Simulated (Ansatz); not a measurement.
## Ansatz (development build ahead of 0.2.0) run

```yaml
crystal:
  periodic: [false, false, false]
  atoms:
    - { symbol: Si, position_ang: [0.0, 0.0, -0.8607] }
    - { symbol: O, position_ang: [0.0, 0.0, 0.8607] }
basis:
  gaussian: { orbitals: "6-31G" }
magnetization:
  spin_polarized: true
hamiltonian:
  xc: hf
correlation:
  method: bccd_t
  frozen_orbitals: { O: 1, Si: 5 }
```

The input is written out in the form of the current development build from the run's settings.

Output:

```
Converged                               : yes
Reference energy (starting determinant) : -363.69090 hartree
Correlation energy                      : -0.21536 hartree
Total energy                            : -363.90626 hartree
```
